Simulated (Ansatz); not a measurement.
Run this with the Python package of Ansatz (0.2.0) and show what comes out.

Contents of `c2h5fs.xyz`:
```text
9

C    -0.54380    1.00430    0.63780
S    -0.05930    0.63810   -1.05150
C     0.50520   -1.03160   -0.74660
F     1.44930   -1.02340    0.33270
H    -1.33890    0.32510    0.95530
H     0.25910    1.07050    1.31000
H    -1.01440    2.04830    0.63040
H     1.12560   -1.39040   -1.60690
H    -0.29440   -1.68730   -0.47840
```

`run_field.py`:
```python
"""Dipole of C2H5FS in the field of point charges."""

import ansatz as az
import numpy as np

c2h5fs = az.Crystal.molecule_from_extxyz("c2h5fs.xyz")

base = (
    c2h5fs.calculation()
    .basis(gaussian="def2-SVPD")
    .functional("pbe", dispersion="d4")
    .forces()
)
# charges +q and -q at -R and +R make a nearly even field 2 k q / R^2 at the centre
centre = np.mean([site.position_ang for site in c2h5fs.cartesian_sites], axis=0)
field = 2 * 14.399645 * 2.0 / 40.0 ** 2


def dipole(axis, sign):
    arm = 40.0 * np.eye(3)[axis]
    pair = [{"charge": sign * 2.0, "position_ang": (centre - arm).tolist()}, {"charge": -sign * 2.0, "position_ang": (centre + arm).tolist()}]
    deck = base.input().set(az.key.basis.gaussian.point_charges, pair)
    return np.array(az.Session.from_dict(deck).plan().execute().report["charge_distribution"]["dipole_moment_e_ang"])


print(f"field {field:.4f} V/A")
alpha = np.array([(dipole(axis, 1) - dipole(axis, -1)) / (2 * field) * 14.399645 for axis in range(3)])
print("polarisability tensor (A^3)")
print(np.array2string(alpha, precision=3, suppress_small=True))
print(f"mean {np.trace(alpha) / 3:.3f} A^3 = {np.trace(alpha) / 3 / 0.14818471:.2f} bohr^3")
```

```console
$ python run_field.py
field 0.0360 V/A
polarisability tensor (A^3)
[[ 6.952 -0.873 -0.274]
 [-0.875  8.012  0.376]
 [-0.276  0.375  7.584]]
mean 7.516 A^3 = 50.72 bohr^3
```

The geometry is a force-field or estimated start, not a minimum of this method, and the basis set is short of its limit. The field of two point charges is only nearly even. Timing: 15 s on 1 thread of AMD EPYC 9B14 (Zen 4) (shared host), peak memory 0.23 GiB.
